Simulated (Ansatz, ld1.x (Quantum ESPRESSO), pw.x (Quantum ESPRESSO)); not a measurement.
# What a changed setting does to a pw.x run (bcc K)

Potential: ultrasoft, ld1.x (Quantum ESPRESSO) 7.5, PBE; core [Ne], reference 3s2 3p6 3d0 4s0 4p1; waves: 3s (bound): rcut 2.40, rcutus 2.60 bohr; 4s (bound, empty): rcut 2.40, rcutus 2.60 bohr; 3p (bound): rcut 2.00, rcutus 2.40 bohr; 4p (bound): rcut 2.00, rcutus 2.40 bohr; 3d (bound, empty): rcut 2.50, rcutus 2.80 bohr; 3d channel at 0.95 Ry: rcut 2.50, rcutus 2.80 bohr; local part: all-electron potential smoothed inside 2.00 bohr (lloc = -2); core correction: none; augmentation: PSQ, radius 1.85 bohr.

The reference run (k-mesh 9³, cutoffs 40/320 Ry, Fermi–Dirac 0.01 Ry, mixing_beta 0.4, conv_thr 1e-9, no spin) gives -0.01 GPa at 74.315 Å³/atom, where all-electron LAPW gives -0.01 GPa. This run, with its own iteration cap, changes k-mesh shift to 1.

```
&control
  calculation='scf', prefix='x', pseudo_dir='./', outdir='./tmp', tstress=.true., disk_io='none'
/
&system
  ibrav=0, nat=1, ntyp=1, ecutwfc=40, ecutrho=320, nbnd=12,
  occupations='smearing', smearing='fd', degauss=0.01
/
&electrons
  conv_thr=1e-09, mixing_beta=0.4, electron_maxstep=70
/
ATOMIC_SPECIES
K 1.0 K.UPF
CELL_PARAMETERS angstrom
  -2.64853366 2.64853366 2.64853366
  2.64853366 -2.64853366 2.64853366
  2.64853366 2.64853366 -2.64853366
ATOMIC_POSITIONS crystal
K 0.0000 0.0000 0.0000
K_POINTS automatic
9 9 9 1 1 1
```

```bash
pw.x < K.scf.in > K.scf.out
```

How does the run end?

It converges in 18 iterations; the free energy moves by +1.3 meV/atom and the pressure by +0.01 GPa.

```
Message from routine setup:
     using ibrav=0 with symmetry is DISCOURAGED, use correct ibrav instead
     lattice parameter (alat)  =       8.6689  a.u.
     unit-cell volume          =     501.5025 (a.u.)^3
     number of electrons       =         9.00
     number of Kohn-Sham states=           12
     kinetic-energy cutoff     =      40.0000  Ry
     charge density cutoff     =     320.0000  Ry
     scf convergence threshold =      1.0E-09
     Exchange-correlation= PBE
     number of k points=    35  Fermi-Dirac smearing, width (Ry)=  0.0100
     iteration #  1     ecut=    40.00 Ry     beta= 0.40
     total energy              =     -56.98974400 Ry
     estimated scf accuracy    <       0.01604636 Ry
     iteration #  2     ecut=    40.00 Ry     beta= 0.40
     total energy              =     -56.98907705 Ry
     estimated scf accuracy    <       0.00263519 Ry
     iteration #  3     ecut=    40.00 Ry     beta= 0.40
     total energy              =     -56.99062980 Ry
     estimated scf accuracy    <       0.00050916 Ry
     [... 12 iterations left out ...]
     iteration # 16     ecut=    40.00 Ry     beta= 0.40
     total energy              =     -56.99036111 Ry
     estimated scf accuracy    <       0.00000001 Ry
     iteration # 17     ecut=    40.00 Ry     beta= 0.40
     total energy              =     -56.99036111 Ry
     estimated scf accuracy    <       0.00000001 Ry
     iteration # 18     ecut=    40.00 Ry     beta= 0.40
     the Fermi energy is     1.7250 ev
!    total energy              =     -56.99036111 Ry
     estimated scf accuracy    <          2.6E-10 Ry
     smearing contrib. (-TS)   =      -0.00357831 Ry
     The total energy is F=E-TS. E is the sum of the following terms:
     one-electron contribution =     -38.53997808 Ry
     hartree contribution      =      19.55975465 Ry
     xc contribution           =      -8.55823588 Ry
     ewald contribution        =     -29.44832348 Ry
     convergence has been achieved in  18 iterations
          total   stress  (Ry/bohr**3)                   (kbar)     P=       -0.09
     Message from routine punch:
     Nothing written, as per user request (disk_io='none')
```

The run took about 27 s on one core of a shared host (Neoverse-V2, 32 threads, 247 GiB, load 13).
